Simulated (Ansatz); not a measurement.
This geometry of C3H3O (7 atoms, charge -1, multiplicity 1) is a first-order saddle point.

These are results of RKS PBE/def2-SVP in Ansatz, not measurements.

```xyz
7
Properties=species:S:1:pos:R:3
O -0.746 -1.641 0.513
C -0.099 -0.444 0.426
C 1.140 -0.194 -0.079
C -0.091 0.891 -0.133
H 0.407 -1.555 -0.151
H 0.002 1.794 0.519
H -0.613 1.149 -1.096
```

Q: Which two structures does it join? (They come from a converged band through this point; their orientation in space is the band's.)

A: Bonds broken: C3–H5. Bonds formed: O1–H5.

Image 0:

```xyz
7
Properties=species:S:1:pos:R:3
O -1.537 -1.287 0.781
C -0.541 -0.684 0.325
C 0.728 -0.551 -0.120
C -0.057 0.738 -0.138
H 1.724 -0.957 -0.365
H 0.124 1.555 0.617
H -0.441 1.187 -1.099
```

Image 10:

```xyz
7
Properties=species:S:1:pos:R:3
O -0.507 -1.555 0.498
C 0.139 -0.405 0.040
C 1.265 0.116 -0.441
C -0.146 0.989 -0.163
H 0.190 -2.241 0.416
H -0.188 1.731 0.682
H -0.753 1.365 -1.033
```

Q: How far does it lie above each of them?

A: 340.2 kJ/mol above the first and 152.0 kJ/mol above the second. This is the barrier of this one path; another mechanism may lie lower. The orbitals stay closed-shell, which can raise the energy where a bond breaks towards radicals; this wasn't checked here. Limits of this set-up: an anion without diffuse functions, the dipole of an ion depends on the origin.

The run took 4.5 min on 1 thread of Intel(R) Xeon(R) Processor @ 2.70GHz (shared host), peak memory 0.13 GiB.
